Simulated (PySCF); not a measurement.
A GIAO shielding run with PySCF 2.14 (density fitting, non-relativistic, gas phase) on `O=[PH](C)C`, C2H7OP:

```
$ OMP_NUM_THREADS=1 python probes_run.py task.json out

{"job": {"kind": "nmr", "xc": "KT3", "basis": "pcSseg-2", "pop": false}, "charge": 0, "multiplicity": 1}
C     -1.311803    -0.522324     0.418166
P     -0.105570     0.755912     0.015171
C      1.422629    -0.112521    -0.382824
O      0.032238     1.823478     1.026743
H     -1.365927    -1.281864    -0.364144
H     -2.290146    -0.054420     0.538055
H     -1.032001    -0.988507     1.364796
H     -0.546555     1.195936    -1.260702
H      2.154413     0.613506    -0.739785
H      1.811185    -0.580682     0.523627
H      1.261002    -0.873983    -1.148794
```

Hardware: 1 thread of an Arm Neoverse N1, shared host.

**Question.** How large is the calculation?

**Answer.** 42 electrons, 249 basis functions and 682 auxiliary functions.

**Question.** How long does it take, and how much memory does it need?

**Answer.** 51 s of wall time, with 15 SCF cycles; peak memory 0.68 GiB. Times on a shared host scatter by some tens of per cent.

**Question.** And these other runs on the same molecule and hardware: GIAO shielding at B97-2/pcSseg-2; GIAO shielding at PBE0/pcSseg-2; GIAO shielding at wB97X-D/pcSseg-2?

**Answer.** B97-2/pcSseg-2: 249 functions, 36 s; PBE0/pcSseg-2: 249 functions, 48 s; wB97X-D/pcSseg-2: 249 functions, 49 s.
